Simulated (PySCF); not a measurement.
Does the answer move with the share of exact exchange?

Compound: vinyl ether, C4H6O.
Structure used (PBE0-D3(BJ)/def2-SVP), in Å, numbered top down from 1:
```xyz
11
C4H6O angstrom
C     -2.2562    0.6921    0.0545
C     -1.1812   -0.0885    0.1375
O      0.0737    0.3884   -0.0281
C      1.1124   -0.4759    0.0144
C      2.3730   -0.0828   -0.1535
H     -2.1634    1.7594   -0.1540
H     -3.2468    0.2613    0.1988
H     -1.2470   -1.1643    0.3459
H      0.8394   -1.5229    0.2000
H      2.6175    0.9647   -0.3394
H      3.1767   -0.8170   -0.1054
```

PySCF, def2-SVPD basis, density fitting, gas phase, PBE0-D3(BJ)/def2-SVP geometry; singlet excitations by full TDDFT with frozen cores, triplets by Tamm–Dancoff TDDFT and ionisation energies by ΔSCF, from the lowest of the holes tried. One functional is left out:

```
functional  exact exchange (%)  HOMO energy (eV)  LUMO energy (eV)  lowest singlet excitation (eV)  lowest triplet excitation (eV)  dipole moment (D)  mean polarisability (au)  vertical ionisation energy (eV)
       LDA                   0             -5.58             -1.10                            5.38                            4.05              1.125                      63.0                             8.56
       PBE                   0             -5.39             -0.87                            5.41                            3.91              1.105                      62.3                             8.31
      PBE0                  25             -6.49              0.17                            6.07                            3.97              1.185                      59.9                             8.44
 BHandHLYP                  50             -7.46              1.31                            6.47                            3.99              1.271                      58.6                             8.42
```

Predict the row of B3LYP (20 % exact exchange) by straight lines through the other rows, and check it.

```
                       property   line  computed  computed − line  PBE0 (25 %), for comparison
               HOMO energy (eV)  -6.28     -6.28             0.00                        -6.49
               LUMO energy (eV)  -0.07     -0.08            -0.01                         0.17
 lowest singlet excitation (eV)   5.86      5.90            +0.04                         6.07
 lowest triplet excitation (eV)   3.98      4.01            +0.03                         3.97
              dipole moment (D)  1.175     1.186           +0.011                        1.185
       mean polarisability (au)   60.8      60.7             -0.1                         59.9
vertical ionisation energy (eV)   8.43      8.44            +0.01                         8.44
```
